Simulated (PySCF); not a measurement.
# BCl2: the cost of one run

Program: PySCF 2.14.0. Level of theory: levels as typed in each script, gas phase, geometry from GFN2-xTB. These are calculated values, not measurements.

1 further run of the same task is left out (it didn't finish).

### 1 Where the work starts

SMILES `Cl[B]Cl`, 3 atoms, charge 0, spin multiplicity 2.

Bond lengths: Cl1–B2 1.696 Å, B2–Cl3 1.696 Å. Angles: Cl1–B2–Cl3 122.2°.

Coordinates:

```xyz
3
BCl2
Cl    1.4845   -0.1050    0.0000
B     0.0000    0.7142    0.0000
Cl   -1.4845   -0.1050    0.0000
```

### 2 Density, bond paths and surface potential (r2SCAN/def2-tzvp)

Input file input.py:

```python
import numpy as np
from pyscf import gto, scf, dft
from pyscf.scf import atom_ks, atom_hf
from scipy.linalg import block_diag

def solve(mol, dm0=None, hcore=None):
    mf = (dft.UKS if mol.spin else dft.RKS)(mol, xc='r2scan')
    mf.grids.level = 3
    mf = mf.density_fit(auxbasis='def2-universal-jkfit')
    mf.conv_tol, mf.max_cycle = 1e-8, 80
    if hcore is not None:
        mf.get_hcore = lambda *args: hcore
    mf.kernel(dm0)
    if not mf.converged:
        mf = mf.newton().run(mf.mo_coeff, mf.mo_occ, max_cycle=30)
    assert mf.converged, 'SCF not converged'
    return mf

mol = gto.M(atom='''
Cl     1.48450    -0.10503     0.00000
B     -0.00001     0.71418     0.00000
Cl    -1.48450    -0.10503     0.00000
''', basis='def2-tzvp', charge=0, spin=1, verbose=4)
mf = solve(mol)
mf.analyze()
# spherically averaged free atoms, for the promolecule
atm = atom_ks.get_atm_nrks(mol, xc='r2scan')
pro = block_diag(*[(atm[a[0]][2] * atm[a[0]][3]) @ atm[a[0]][2].T for a in mol._atom])
np.savez('result.npz', e=mf.e_tot, c=mf.mo_coeff, occ=mf.mo_occ, eps=mf.mo_energy, pro=pro, dip=mf.dip_moment(verbose=0), s2=mf.spin_square()[0])
```

Launch:

```
OMP_NUM_THREADS=1 python input.py
```

Q: Estimate wall time and peak memory on 1 thread of Intel Xeon Platinum 8488C (Sapphire Rapids), shared host.

About 16 s, with a peak of 0.39 GiB.
